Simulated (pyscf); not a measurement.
F–SiH(F)–F (SMILES F[SiH](F)F) + H₂ (SMILES [H][H]) → F–SiH(F)–F (SMILES F[SiH](F)F) + H₂ (SMILES [H][H]) (four-centre exchange; singlet surface; H–Si, H–H broken, H–Si, H–H formed). Structures and frequencies: ωB97X-D3(BJ)/def2-SVP in PySCF. Energies in kcal/mol from the separated reactants.

```tsv
level	barrier	reaction energy
ωB97X-D3(BJ)/def2-TZVP	67.3	0.0
PBE/def2-TZVP	59.6	0.0
r²SCAN/def2-TZVP	61.5	0.0
B3LYP-D3(BJ)/def2-TZVP	(withheld)	0.0
ωB97M-D3(BJ)/def2-TZVP	(withheld)	0.0
HF/def2-TZVP	83.3	0.0
```

Task: What belongs in the gaps?

Result: 
- B3LYP-D3(BJ)/def2-TZVP, barrier: 66.7
- ωB97M-D3(BJ)/def2-TZVP, barrier: 67.1

The functionals in the table span 7.7 kcal/mol in this barrier, from PBE to ωB97X-D3(BJ)/def2-TZVP. At the saddle there is also a short H–Si contact that neither side keeps. This is the saddle that the search found; another between the same sides may lie lower.
